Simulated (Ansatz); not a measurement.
Input file:

```yaml
crystal:
  periodic: [false, false, false]
  atoms:
    - {symbol: Al, position_ang: [0.000000, 0.000000, -2.926734]}
    - {symbol: Al, position_ang: [0.000000, 0.000000, 3.275675]}
    - {symbol: H, position_ang: [0.000000, 3.456641, -4.670407]}
    - {symbol: H, position_ang: [0.000000, -3.456641, -4.670407]}
basis:
  gaussian: {orbitals: 6-31G}
magnetization: {spin_polarized: false, initial_magnetization: 2}
correlation: {method: fci, electrons: outside_noble_gas}
```

```sh
$ ansatz run in.yaml --threads 1 --pin off --events-out ev --progress --plain --max-ram 2393MiB
```

Log:

```
571 factors; integrals over basis functions are off by at most 1.9e-7 eV
mean field evaluation 1: about -13184.9164 eV, gradient 6.3e0 eV
mean field evaluation 2: about -13184.9175 eV, gradient 6.3e0 eV
mean field evaluation 4: about -13186.3649 eV, gradient 1.5e0 eV
mean field evaluation 8: about -13186.4087 eV, gradient 1.6e-1 eV
mean field evaluation 16: about -13186.4094 eV, gradient 1.8e-3 eV
mean field evaluation 32: about -13187.6312 eV, gradient 8.3e-6 eV
mean field evaluation 64: about -13186.3470 eV, gradient 3.2e-1 eV
mean field evaluation 96: about -13186.7302 eV, gradient 2.4e0 eV
mean field evaluation 128: about -13187.4356 eV, gradient 2.7e0 eV
mean field evaluation 160: about -13187.6298 eV, gradient 1.5e-1 eV
mean field evaluation 192: about -13187.5872 eV, gradient 8.6e-2 eV
mean field evaluation 224: about -13185.6480 eV, gradient 4.0e0 eV
mean field evaluation 256: about -13186.9797 eV, gradient 3.8e-1 eV
mean field evaluation 288: about -13186.3359 eV, gradient 3.7e-2 eV
mean field -13187.63118564 eV, -484.6365071748 hartree, gradient 3.5e-7 eV, S^2 2.000000; 23 other end points of the search recorded, 0 dependent functions left out
determinant -13186.40940216 eV, -484.5916074602 hartree, with singles and doubles -13190.70700457 eV, -484.7495414355 hartree
determinant -13186.34209078 eV, -484.5891338126 hartree, with singles and doubles -13190.63276536 eV, -484.7468131951 hartree
determinant -13186.33497875 eV, -484.5888724501 hartree, with singles and doubles -13190.62315945 eV, -484.7464601844 hartree
determinant -13186.02366239 eV, -484.5774317850 hartree, with singles and doubles -13190.01657781 eV, -484.7241687201 hartree
determinant -13185.94946680 eV, -484.5747051472 hartree, with singles and doubles -13190.03222637 eV, -484.7247437942 hartree
determinant -13186.40940216 eV, -484.5916074602 hartree, with singles and doubles -13191.20817844 eV, -484.7679592357 hartree
determinant -13186.34209078 eV, -484.5891338126 hartree, with singles and doubles -13191.18377890 eV, -484.7670625689 hartree
determinant -13186.33497875 eV, -484.5888724501 hartree, with singles and doubles -13191.17790559 eV, -484.7668467290 hartree
unrestricted determinant -13189.56251310 eV, -484.7074821499 hartree, S^2 2.9397
10 core orbitals not correlated: weight in the atoms' cores, before any rotation towards them, 1.000 or more for the frozen orbitals, at most 0.000 for the correlated occupied ones
reference -13186.40940216 eV, -484.5916074602 hartree; 5, 3 occupied and 15, 17 virtual orbitals, 571 factors
state -13191.33308417 eV, -484.7725494367 hartree
Total energy: -13191.33308417 eV, -484.7725494367 hartree
```

Natural occupations: 1.9061 1.9038 1.3747 1.0057 0.9904 0.5318 0.1244 0.0479 0.0417 0.0415 0.0075 0.0067 0.0064 0.0059 0.0039 0.0010 0.0002 0.0001 0.0001 0.0001.

Ran on 1 thread of Arm Neoverse V1, shared host: 3.6 min wall, 0.8 GiB peak host memory.
